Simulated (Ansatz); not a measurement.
# BH3SSi: the cost of one run

Program: the Python package of Ansatz 0.2.0. Level of theory: Hartree-Fock/def2-SVP. These are calculated values, not measurements.

## (1) The structure

Bond lengths: B1–Si2 2.000 Å, B1–S3 1.871 Å, Si2–S3 1.987 Å, B1–H4 1.163 Å, Si2–H5 1.484 Å, Si2–H6 1.478 Å. Angles: B1–Si2–S3 56.0°, B1–Si2–H5 113.6°, B1–Si2–H6 114.7°, S3–Si2–H5 113.8°, S3–Si2–H6 115.1°, H5–Si2–H6 124.5°, Si2–B1–S3 61.7°, Si2–B1–H4 133.0°, S3–B1–H4 146.5°, B1–S3–Si2 62.4°.

The script holds or builds the structure itself.

## (2) The script

bh3ssi.py

```python
"""Does a wider search find a lower mean-field state of BH3SSi?"""

import ansatz as az
import numpy as np

molecule = (
    az.Crystal.molecule()
    .atom("B", (-0.8121, -0.9086, -0.1365))
    .atom("Si", (0.4305, 0.6222, 0.1994))
    .atom("S", (0.9501, -1.2887, 0.3625))
    .atom("H", (-1.6596, -1.0858, -0.9124))
    .atom("H", (0.921, 1.2728, -1.0414))
    .atom("H", (0.2122, 1.324, 1.4821))
)
symbols = [site.symbol for site in molecule.cartesian_sites]

start = np.array([site.position_ang for site in molecule.cartesian_sites])
for factor in [1.0, 1.5]:
    xyz = (start - start.mean(axis=0)) * factor
    scaled = az.Crystal.molecule()
    for symbol, place in zip(symbols, xyz):
        scaled = scaled.atom(symbol, place.tolist())
    calculation = (
        scaled.calculation()
        .basis(gaussian="def2-SVP")
        .functional("hf")
        .spin("collinear")
    )
    for search in ("off", "standard"):
        try:
            report = calculation.scf(lower_state_search=search).run().report
        except az.AnsatzError as error:
            print(f"x{factor} search {search}: {type(error).__name__}")
            continue
        state = report["mean_field"]["state"]
        print(f"all distances x{factor}, search {search:8s} E = {report['free_energy_ev']:.5f} eV  <S^2> = {abs(state['spin_squared']):.3f}  other states met: {len(report['mean_field']['others'])}")
```

## (3) The calls as engine input

The engine receives this input (first run):

```yaml
crystal:
  periodic: [false, false, false]
  atoms:
    - { symbol: B, position_ang: [-0.8191166666666667, -0.8979166666666667, -0.12878333333333333] }
    - { symbol: Si, position_ang: [0.4234833333333333, 0.6328833333333332, 0.20711666666666667] }
    - { symbol: S, position_ang: [0.9430833333333333, -1.2780166666666666, 0.37021666666666664] }
    - { symbol: H, position_ang: [-1.6666166666666666, -1.0751166666666667, -0.9046833333333333] }
    - { symbol: H, position_ang: [0.9139833333333334, 1.2834833333333333, -1.0336833333333335] }
    - { symbol: H, position_ang: [0.20518333333333333, 1.3346833333333334, 1.4898166666666666] }
basis:
  gaussian:
    orbitals: def2-SVP
hamiltonian:
  xc: hf
magnetization:
  spin_polarized: true
scf:
  lower_state_search: "off"
```

## (4) Launch

Run with:

```
$ python bh3ssi.py
```

**Question.** How long does this script take on 1 thread of Arm Neoverse V1, shared host, and how much memory does it need?

About 17 s, with a peak of 0.22 GiB.
